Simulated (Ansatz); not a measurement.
**Br: from a trial structure to a relaxed crystal**

The calculation used DFT r2SCAN, scalar-relativistic, plane waves, PAW in Ansatz 0.2.0. Cutoff 500 eV, Γ-centred k mesh, Gaussian smearing, no spin polarisation in the final step.

Br was placed on the lonsdaleite structure type (P6_3/mmc, No. 194), at a guessed volume.

```
Br
1.0
     4.48483    0.00000    0.00000
    -2.24241    3.88397    0.00000
     0.00000    0.00000    7.39996
Br
4
Direct
  0.33333 0.66667 0.43750
  0.66667 0.33333 0.93750
  0.66667 0.33333 0.56250
  0.33333 0.66667 0.06250
```

Cell and atoms relax at zero pressure; the relaxation can't lower the symmetry of the start. After a coarse first stage the cell is made exact in the group found at 0.06 Å.

Energies count from the standard state of Br at the same level.

Task: Which crystal results?

Result: It keeps P6_3/mmc (No. 194), but not the shape of the type it started on. Conventional cell: a = 4.205 Å, c = 9.705 Å. Br has 1 Br at 2.31 Å.

```
Br
1.0
     4.20540    0.00000    0.00000
    -2.10270    3.64198    0.00000
     0.00000    0.00000    9.70516
Br
4
Direct
  0.33333 0.66667 0.36918
  0.66667 0.33333 0.86918
  0.66667 0.33333 0.63082
  0.33333 0.66667 0.13082
```

Task: What are its volume, energy, density and gap?

Result: The volume per atom is 37.2 Å³, the density is 3.6 g/cm³ and the energy over the standard structure is 0.069 eV/atom. The gap on the 9×9×4 mesh is 0.87 eV.

The final run used a 9×9×4 mesh on its 4-atom cell and 0.02 eV smearing. No dispersion correction is applied, so the spacing between layers, chains or molecules is poorly fixed, and with it the volume and density. A structure relaxed within its symmetry needn't be a true minimum.